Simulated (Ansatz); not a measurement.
CH$_{2}$, triplet: reading a ladder of total energies

Geometry: a PBE0/def2-TZVP stationary point for this spin, not checked as a minimum.

```xyz
3

C     0.0000   -0.0596    0.0000
H     0.0000    0.3549   -0.9962
H     0.0000    0.3549    0.9962
```

Basis cc-pVDZ; Ansatz 0.2.0. Correlated methods freeze the noble-gas cores, which leaves 6 electrons in 23 orbitals. R marks a restricted (for open shells ROHF) determinant, U an unrestricted one.

Full CI is exact within this basis and frozen core; it isn't the basis-set limit. The frozen core follows each run's orbitals, which can shift R against U totals by a few meV.

UCCSD has a T1 diagnostic of 0.009 and a largest doubles amplitude of 0.04.

Runs differ by some tens of microhartree through their thresholds and, for an open shell, their frozen cores, so the step to full CI, which has another core, is uncertain by up to 0.1 kcal/mol.

```csv
level,total energy (hartree)
UHF,-38.926671
UMP2,-39.019501
UCCSD,-39.039661
UCCSD(T),-39.041386
UCCSDT,-39.041760
UCCSDT(Q),-39.041832
full CI,-39.041801
```

Q: What is the correlation energy at full CI, and what share of it do UMP2 and UCCSD recover?

A: E(corr) = -39.041801 − (-38.926671) = -0.115130 hartree = -3.133 eV. UMP2: -0.092830 / -0.115130 = 80.63 %. UCCSD: -0.112990 / -0.115130 = 98.14 %.

Q: By how many kcal/mol does UCCSD(T) miss full CI (1 hartree = 627.509 kcal/mol), and which steps make up the rest?

A: -39.041386 − (-39.041801) = 0.000415 hartree = 0.26 kcal/mol. Steps: UCCSDT − UCCSD(T) = -0.23, UCCSDT(Q) − UCCSDT = -0.05, full CI − UCCSDT(Q) = 0.02 kcal/mol. That is within 1 kcal/mol of the reference in this basis, which itself misses far more of the correlation at the basis-set limit.
